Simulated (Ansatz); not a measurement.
# B2H4O: how energies converge with the basis set

The task here is to estimate one member of a computed series from the others.

The runs use Ansatz 0.2.0, Gaussian basis; one geometry, several basis sets.

The runs, in order: PBE0-D4/def2-SVP; ωB97M-V/def2-SVP; PBE0-D4/def2-QZVPP; ωB97M-V/def2-QZVPP; CCSD(T)/cc-pV(D+d)Z; CCSD(T)/cc-pV(T+d)Z; CCSD(T)/cc-pV(Q+d)Z; the functionals' def2-TZVPP values are taken from earlier runs.

**The relaxed structure**

An earlier PBE0-D4 in a triple-zeta def2 set relaxation fixed the geometry.

SMILES `BOB`, 7 atoms, charge 0, spin multiplicity 1.

Atoms are counted from 1 here; the program's logs count them from 0.

Bond lengths: B1–O2 1.365 Å, B1–H4 1.199 Å, B1–H5 1.196 Å, O2–B3 1.365 Å, B3–H6 1.196 Å, B3–H7 1.199 Å. Angles: O2–B1–H4 119.7°, O2–B1–H5 117.4°, H4–B1–H5 122.9°, B1–O2–B3 124.6°, O2–B3–H6 117.4°, O2–B3–H7 119.7°, H6–B3–H7 122.9°.

Set-up of the first run:

Contents of in.yaml:

```yaml
crystal:
  periodic: [false, false, false]
  atoms:
    - {symbol: B, position_ang: [-1.059763, 0.214347, -0.528894]}
    - {symbol: O, position_ang: [-0.163257, 0.458586, 0.471655]}
    - {symbol: B, position_ang: [1.049218, -0.157401, 0.593875]}
    - {symbol: H, position_ang: [-0.796746, -0.590791, -1.377960]}
    - {symbol: H, position_ang: [-2.085768, 0.827796, -0.510366]}
    - {symbol: H, position_ang: [1.734628, 0.155936, 1.521984]}
    - {symbol: H, position_ang: [1.382989, -0.976672, -0.215894]}
basis:
  gaussian: {orbitals: def2-SVP}
hamiltonian: {xc: pbe0, dispersion: d4}
output: {orbitals: {seedname: orbitals}}
```

Started as:

```bash
$ ansatz run in.yaml --threads 4 --pin off --events-out ev --progress --plain --max-ram 10444MiB
```

Among the steps run: PBE0-D4 in def2-SVP; ωB97M-V in def2-SVP; PBE0-D4 in def2-QZVPP; ωB97M-V in def2-QZVPP.

One of the session's tables, all rows but one given; the rest of the session is left out.

It belongs to the step «Density functionals: the series». 

| functional | basis | HOMO (eV) |
| --- | --- | --- |
| PBE0-D4 | def2-SVP | ? |
| PBE0-D4 | def2-TZVPP | -8.68 |
| PBE0-D4 | def2-QZVPP | -8.70 |
| ωB97M-V | def2-SVP | -10.98 |
| ωB97M-V | def2-TZVPP | -11.07 |
| ωB97M-V | def2-QZVPP | -11.08 |

**Question.** Estimate the row for PBE0-D4, def2-SVP.

**Answer.** HOMO (eV): -8.64. In the column «HOMO (eV)» it is the highest.
